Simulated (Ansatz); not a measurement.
Task: a polarisability from point charges of CH₂S₂, SMILES S=CS, with Ansatz's Python interface. Give the script and its output. Level of theory (for the species named): CAM-B3LYP, def2-SVPD basis, multiplicity 1.

```xyz
5

S    -1.4026    0.4172    0.8019
C    -0.3699   -0.4504   -0.0968
S     1.2303    0.1142   -0.4401
H    -0.5482   -1.4249   -0.5150
H     1.1403    1.2704    0.2086
```

The script, `run_field.py`:
```python
import ansatz
import numpy as np

GEOMETRY = """
S    -1.40260    0.41720    0.80190
C    -0.36990   -0.45040   -0.09680
S     1.23030    0.11420   -0.44010
H    -0.54820   -1.42490   -0.51500
H     1.14030    1.27040    0.20860
"""


def main() -> None:
    ch2s2 = ansatz.Crystal.molecule()
    for line in GEOMETRY.strip().splitlines():
        symbol, *xyz = line.split()
        ch2s2 = ch2s2.atom(symbol, [float(v) for v in xyz])

    job = (
        ch2s2.calculation()
        .basis(gaussian="def2-SVPD")
        .functional("cam_b3lyp")
        .forces()
    )
    centre = np.mean([site.position_ang for site in ch2s2.cartesian_sites], axis=0)
    field = 2 * 14.399645 * 2.0 / 40.0 ** 2


    def dipole(axis, sign):
        arm = 40.0 * np.eye(3)[axis]
        pair = [{"charge": sign * 2.0, "position_ang": (centre - arm).tolist()}, {"charge": -sign * 2.0, "position_ang": (centre + arm).tolist()}]
        deck = job.input().set(ansatz.key.basis.gaussian.point_charges, pair)
        return np.array(ansatz.Session.from_dict(deck).plan().execute().report["charge_distribution"]["dipole_moment_e_ang"])


    print(f"field {field:.4f} V/A")
    alpha = np.array([(dipole(axis, 1) - dipole(axis, -1)) / (2 * field) * 14.399645 for axis in range(3)])
    print("polarisability tensor (A^3)")
    print(np.array2string(alpha, precision=3, suppress_small=True))
    print(f"mean {np.trace(alpha) / 3:.3f} A^3 = {np.trace(alpha) / 3 / 0.14818471:.2f} bohr^3")


if __name__ == "__main__":
    main()
```

Output of `python run_field.py`:
```text
field 0.0360 V/A
polarisability tensor (A^3)
[[11.129 -0.259 -2.28 ]
 [-0.257  6.978  0.688]
 [-2.277  0.686  7.192]]
mean 8.433 A^3 = 56.91 bohr^3
```

The geometry is a force-field or estimated start, not a minimum of this method, and the basis set is short of its limit. The field of two point charges is only nearly even. Run time: 18 s on 1 thread of Arm Neoverse V2, with other jobs on the host, peak memory 0.26 GiB.

(Lines on the test bed's own set-up are left out of the output.)
